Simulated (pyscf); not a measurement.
PySCF, gas phase, ωB97X-D3(BJ)/def2-SVP geometries.

O=Mo(=O)(OH)–Br + water (H₂O) -> O=Mo(=O)(OH)–OH + hydrogen bromide (HBr)
Surface: singlet. Broken: Br–Mo, H–O. Formed: Mo–O, Br–H. Give ΔE‡ and ΔE from ωB97M-D3(BJ)/def2-TZVP, relative to the separated reactants.

ΔE‡ = 49.8 kJ/mol, ΔE = +28.3 kJ/mol. Zero-point energy shifts the barrier by -6.4 kJ/mol. It is a four-centre exchange, with an imaginary mode of 723i cm⁻¹. On the reactant side the descent ends in an adduct with a Mo–O contact (not fully relaxed), 40.1 kJ/mol under the separated species and 94.7 kJ/mol under the saddle at ωB97X-D3(BJ)/def2-TZVP. On the product side the descent ends in a complex, 23.6 kJ/mol under the separated species and 28.3 kJ/mol under the saddle at ωB97X-D3(BJ)/def2-TZVP. What is counted as formed (Mo–O) is already present as a longer contact in the reactant adduct; forming that adduct is a step of its own. This is the saddle that the search found; another between the same sides may lie lower. Elements up to Kr have no core potential and no relativistic terms here. Elements past Kr carry the def2 core potentials, without spin-orbit coupling.
